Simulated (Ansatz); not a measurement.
Mulliken charges of C₂H₃Cl (`C=CCl`) from PBE/def2-TZVPP in Ansatz (PBE0-D4/def2-TZVP geometry).

```json
{"atom": "C1", "x (Å)": "-0.455", "y (Å)": "0.191", "z (Å)": "-0.547", "charge (e)": "-0.206"}
{"atom": "C2", "x (Å)": "0.386", "y (Å)": "-0.022", "z (Å)": "0.448", "charge (e)": "-0.026"}
{"atom": "Cl3", "x (Å)": "0.905", "y (Å)": "-1.590", "z (Å)": "0.932", "charge (e)": "-0.082"}
{"atom": "H4", "x (Å)": "-0.877", "y (Å)": "-0.618", "z (Å)": "-1.129", "charge (e)": "0.096"}
{"atom": "H5", "x (Å)": "-0.738", "y (Å)": "1.207", "z (Å)": "-0.796", "charge (e)": "0.102"}
{"atom": "H6", "x (Å)": "0.821", "y (Å)": "0.769", "z (Å)": "1.045", "charge (e)": "0.115"}
```

Problem. By hand: the dipole of these point charges (1 e Å = 4.8032 D).

Solution. Σ q r = (-0.056, 0.244, -0.045) e Å, of length 0.254 e Å = 1.22 D.

Problem. How does the dipole of the full density compare? (Best estimate.)

Solution. Ansatz gave: (-0.083, 0.236, -0.079) e Å, 1.26 D; the point charges give 0.97 times that, at 10° from its direction.

Point charges leave out the atoms' own dipoles, such as those of lone pairs, and Mulliken's split depends on the basis, so the close match here is no proof of good charges.
